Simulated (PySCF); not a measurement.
F2HP: core ionisation energies

Compound: difluorophosphine, F₂HP.
Cartesian coordinates in Å at the PBE0-D3(BJ)/def2-SVP level; atoms count from 1:
```xyz
4
F2HP angstrom
F     -0.888    0.471   -0.947
P     -0.070   -0.507    0.036
F      1.394    0.145   -0.110
H     -0.417    0.190    1.250
```

Method: delta-SCF UKS SCAN, pcX-2 on the ionised atom, pcseg-1 elsewhere, spin-free X2C in PySCF 2.14.0. Binding energies are ΔSCF values: E(core-ionised, relaxed orbitals) − E(ground state) at a fixed geometry, referred to the vacuum level.

Problem. What binding energy does each computed site have?

Solution. 
```csv
atom(s),bonded to,level,binding energy (eV),count
F1/F3,P,F 1s,693.34,2
P2,2 F and H,P 1s,2154.28,1
```

Problem. What is the longest wavelength that can ionise P 1s of P2 vertically?

Solution. λ = hc/E = 12398.42 eV Å / 2154.28 eV = 5.755 Å.

Problem. Which photon energy gives electrons from P 1s of P2 a kinetic energy of 200 eV, and what is their de Broglie wavelength?

Solution. hν = 2154.28 + 200 = 2354.28 eV, recoil neglected; λ = 12.264 Å/√(E/eV) = 0.87 Å.

Atoms equivalent by their bonding share one computed value, that of the first of them. Not every level is listed. Geometry: PBE0-D3(BJ)/def2-SVP; no solvent, vibrations or thermal averaging.

On an Arm Neoverse V2 with one thread, shared host with 96 logical CPUs at a one-minute load of 26, this took 3.3 s and 0.39 GiB of memory at its peak.
